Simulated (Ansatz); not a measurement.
## Predicting a hybrid from its neighbours: CH4O2 (methanediol)

The species is CH4O2 (7 atoms), meant as a singlet with charge 0. As SMILES, `OCO`. The coordinates come from a PBE0-D4/def2-TZVP relaxation. This is a higher conformer, about 15 kJ/mol above the lowest found by a separate search.

The vertical ionisation energy (to the doublet cation) y, in eV, basis def2-TZVP; a is the functional's share of exact exchange. Programs: Ansatz 0.2.0.

| functional | program | a | y (eV) |
| --- | --- | --- | --- |
| r2SCAN | Ansatz | 0 | 10.97 |
| PBE | Ansatz | 0 | 10.80 |
| B3LYP | Ansatz | 0.2 | 11.23 |
| PBE0 | Ansatz | 0.25 | ? |
| BHLYP | Ansatz | 0.5 | 11.37 |

Question: Fit y = c + s·a to the known rows and predict PBE0.

Answer: 
1. Means of the 4 rows: a = 0.1750, y = 11.093.
2. Σ(Δa)² = 0.1675, Σ(Δa·Δy) = 0.16625, so the slope is 0.16625/0.1675 = 0.99254.
3. Intercept: 11.093 − (0.99254) × 0.1750 = 10.919. The largest residual of the fit is 0.12.
4. PBE0: 10.919 + (0.99254) × 0.25 = 11.17 eV.

The run gave 11.20 eV, so the prediction is off by -0.03 eV, within the scatter of the fit. The rows mix families of semi-local functionals, which the line can't see.
